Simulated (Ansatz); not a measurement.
# AlH2F (SMILES [F][AlH2]): functionals against CCSD(T) at one geometry

A test off equilibrium: a structure displaced at random from a GFN2-xTB minimum is computed at several levels, and each is set against CCSD(T).

Computed with Ansatz 0.2.0, Gaussian basis. Level: single points in def2-TZVPP.

Cores are frozen in the correlated methods.

### Step 1. Starting geometry

SMILES `[F][AlH2]`, 4 atoms, charge 0, spin multiplicity 1.

Atoms are counted from 1 here; the program's logs count them from 0.

Bond lengths: F1–Al2 1.633 Å, Al2–H3 1.514 Å, Al2–H4 1.538 Å. Angles: F1–Al2–H3 119.7°, F1–Al2–H4 119.9°, H3–Al2–H4 120.3°.

Coordinates:

```
F    -0.33870   -0.04120    1.55600
Al    0.03430   -0.03430   -0.03420
H    -0.37160   -1.20540   -0.90430
H     0.73720    1.18610   -0.65280
```

### Step 2. CCSD(T)/def2-TZVPP

Input file run/in.yaml:

```yaml
crystal:
  periodic: [false, false, false]
  atoms:
    - {symbol: F, position_ang: [-0.338700, -0.041200, 1.556000]}
    - {symbol: Al, position_ang: [0.034300, -0.034300, -0.034200]}
    - {symbol: H, position_ang: [-0.371600, -1.205400, -0.904300]}
    - {symbol: H, position_ang: [0.737200, 1.186100, -0.652800]}
basis:
  gaussian: {orbitals: def2-TZVPP}
correlation: {method: ccsd_t}
output: {forces: true}
```

The command line of these runs was not kept.

### Step 3. PBE0-D4/def2-TZVPP

run/in.yaml: that of step 2 with these lines changed.

```diff
@@ -9,3 +9,3 @@
   gaussian: {orbitals: def2-TZVPP}
-correlation: {method: ccsd_t}
-output: {forces: true}
+hamiltonian: {xc: pbe0, dispersion: d4}
+output: {forces: true, orbitals: {seedname: orbitals}}
```

### Step 4. wB97M-V/def2-TZVPP

run/in.yaml: that of step 3 with these lines changed.

```diff
@@ -9,3 +9,3 @@
   gaussian: {orbitals: def2-TZVPP}
-hamiltonian: {xc: pbe0, dispersion: d4}
-output: {forces: true, orbitals: {seedname: orbitals}}
+hamiltonian: {xc: {name: wB97M-V}}
+output: {forces: true}
```

### Step 5. r2SCAN-D4/def2-TZVPP

run/in.yaml: that of step 4 with these lines changed.

```diff
@@ -9,3 +9,3 @@
   gaussian: {orbitals: def2-TZVPP}
-hamiltonian: {xc: {name: wB97M-V}}
+hamiltonian: {xc: r2scan, dispersion: d4}
 output: {forces: true}
```

### Step 6. PBE-D4/def2-TZVPP

run/in.yaml: that of step 5 with these lines changed.

```diff
@@ -9,3 +9,3 @@
   gaussian: {orbitals: def2-TZVPP}
-hamiltonian: {xc: r2scan, dispersion: d4}
+hamiltonian: {xc: pbe, dispersion: d4}
 output: {forces: true}
```

### Step 7. B97M-V/def2-TZVPP

run/in.yaml: that of step 6 with these lines changed.

```diff
@@ -9,3 +9,3 @@
   gaussian: {orbitals: def2-TZVPP}
-hamiltonian: {xc: pbe, dispersion: d4}
+hamiltonian: {xc: {name: B97M-V}}
 output: {forces: true}
```

### Step 8. LC-wPBE/def2-TZVPP

run/in.yaml: that of step 7 with these lines changed.

```diff
@@ -9,3 +9,3 @@
   gaussian: {orbitals: def2-TZVPP}
-hamiltonian: {xc: {name: B97M-V}}
+hamiltonian: {xc: {name: LC-wPBE}}
 output: {forces: true}
```

(Steps that only read results are left out.)

What does the calculation give? Wanted: energy less free atoms, CCSD(T)/def2-TZVPP; RMS force component; RMS force error; HOMO and LUMO, PBE0-D4; T1 diagnostic.

**Answer**, as computed:

```
                                  quantity                                                                                          value
energy less free atoms, CCSD(T)/def2-TZVPP                                                                                -279.3 kcal/mol
                       RMS force component                                                           0.308 to 0.498 eV/Å over the methods
                           RMS force error  PBE0-D4 0.051, wB97M-V 0.067, r2SCAN-D4 0.027, PBE-D4 0.162, B97M-V 0.129, LC-wPBE 0.017 eV/Å
                    HOMO and LUMO, PBE0-D4                                                                             -8.77 and -1.31 eV
                             T1 diagnostic                                                                                          0.012
```

In words: Against CCSD(T) the functionals' energies less atoms differ by -10.5 to +3.9 kcal/mol, PBE-D4 by +0.3 kcal/mol. The reference is not at the basis limit: in triple zeta CCSD(T) underbinds, which counts against methods that bind more; the gaps are no ranking. The forces of LC-wPBE come nearest to CCSD(T), those of PBE-D4 are farthest. Frozen-core CCSD(T) forces in triple zeta carry basis errors of their own, and this is one geometry, so small gaps rank nothing.
